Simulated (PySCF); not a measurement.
allene cation (C3H4), SMILES C=C=C (connectivity only; charge and spin as stated), charge +1, multiplicity 2. Atoms are numbered in the order given.

```xyz
7

C     -1.3107     0.0000     0.0000
C      0.0000     0.0000     0.0000
C      1.3107     0.0000     0.0000
H     -1.8727     0.8504    -0.3894
H     -1.8727    -0.8504     0.3894
H      1.8727    -0.8504    -0.3894
H      1.8727     0.8504     0.3894
```
Charge +1, spin multiplicity 2.

Coordinates come from a B3LYP-D3(BJ)/def2-TZVP optimisation. The spin state was assumed, not searched.

The numbers are results of PBE0/def2-TZVPD (PySCF), not measurements.

Mulliken values depend strongly on the basis, most of all with diffuse functions as here. Atomic charges (e):

| atom | Mulliken | meta-Löwdin | Mulliken spin |
|---|---|---|---|
| C1 | -0.27 | [?] | 0.39 |
| C2 | 0.43 | [?] | 0.14 |
| C3 | -0.27 | [?] | 0.39 |
| H4 | 0.28 | [?] | 0.02 |
| H5 | 0.28 | [?] | 0.02 |
| H6 | 0.28 | [?] | 0.02 |
| H7 | 0.28 | [?] | 0.02 |

Question: Complete the blanks. (The exact figures need the calculation; the answer reports its results.)

Answer: 
- C1, meta-Löwdin: -0.10
- C2, meta-Löwdin: 0.25
- C3, meta-Löwdin: -0.10
- H4, meta-Löwdin: 0.24
- H5, meta-Löwdin: 0.24
- H6, meta-Löwdin: 0.24
- H7, meta-Löwdin: 0.24
